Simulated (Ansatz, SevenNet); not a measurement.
Elastic constant C66 (GPa) of solids drawn from the class of elemental solids other than molecular ones, at two levels: the machine-learned potential SevenNet-0 (trained on PBE and PBE+U data), and PBE (Ansatz, an electronic-structure program, PAW).

```json
[
 {"solid": "hcp Tc", "SevenNet-0": "35.4", "PBE": "135", "shift (%)": "+281"},
 {"solid": "hcp Re", "SevenNet-0": "37.4", "PBE": "171", "shift (%)": "+357"},
 {"solid": "hcp Zr", "SevenNet-0": "6.45", "PBE": "39.2", "shift (%)": "+508"},
 {"solid": "hcp Sc", "SevenNet-0": "10.6", "PBE": "31.5", "shift (%)": "+197"},
 {"solid": "hcp Hf", "SevenNet-0": "5.87", "PBE": "55.4", "shift (%)": "+844"},
 {"solid": "hcp Y", "SevenNet-0": "4.97", "PBE": "26.0", "shift (%)": "+423"}
]
```

The shifts run from +197 % to +844 %, with a median of +390 %.

Over all 6 rows PBE is the larger in 6.

Ansatz's runs of these crystals have no spin polarisation.

Spin–orbit coupling is left out, also for the solids with elements from indium on (hcp Re, hcp Hf); its size isn't shown.

Each level is taken at its own relaxed cell. Ansatz's density-functional and Hartree–Fock values are scalar-relativistic unless marked +SOC, with PAW data made under PBE.
